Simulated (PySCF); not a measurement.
Gas-phase reaction: C₂H₂ (acetylene) + CH₄ ⇌ C₃H₆ (propylene)

Computed with PySCF (xtb for GFN2) and rigid-rotor harmonic-oscillator thermochemistry at 1 bar. The comparison is the NASA 1993 polynomial table, which mixes measured and estimated data. † marks an energy on the PBE0/def2-TZVP geometry and frequencies; other levels use their own. 6-31G* has spherical d functions here. All species are closed-shell singlets.

Levels: a) HF/6-31G*; b) GFN2-xTB; c) PBE/def2-SVP; d) PBE0/def2-QZVP†; e) PBE0/def2-SVP†.

Problem. Order the levels by the distance of their ΔH°(298 K) from the table for this reaction, closest first.

Solution. a (-5 kJ), b (-13 kJ), d (-24 kJ), c (-35 kJ), e (-42 kJ)

The table gives -134 kJ. The order holds for this reaction alone, and for the 1993 entries, some of which have been revised since.
